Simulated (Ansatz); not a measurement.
System: bcc W. Method: r²SCANh (Ansatz, an electronic-structure program, plane waves, PAW).

Settings: plane-wave cutoff 520 eV, 14×14×14 k mesh, Fermi–Dirac smearing 0.05 eV, no spin polarisation, scalar-relativistic PAW data made under PBE.

Computed points:

| V (Å³/atom) | E − E_lowest (meV/atom) |
|---|---|
| 15.059 | 44.20 |
| 15.455 | 10.25 |
| 15.782 | 0.00 |
| 16.248 | 9.77 |
| 16.644 | 37.94 |

**Question.** Estimate the bulk modulus and its pressure derivative from these points.

**Answer.** V0 = 15.848 Å³/atom, B0 = 333 GPa, B′ = 4.1 (fit to the energies at full precision).

Measured, for comparison: bulk modulus 312 GPa (zero-point energy and finite temperature contributions removed, our sources range from 300 to 328; as tabulated in doi:10.1021/acs.jctc.3c00612); equilibrium volume per atom 15.78 Å³/atom (static lattice: zero-point anharmonic expansion removed; as tabulated in Mejia-Rodriguez and Trickey (2018), arXiv:1807.09216). Computed (rounded) less measured: bulk modulus +7 % (+2 % to +11 % over the range), equilibrium volume per atom +0.4 %.

Spin–orbit coupling is not included.

It cost roughly 10 core-minutes of CPU time.
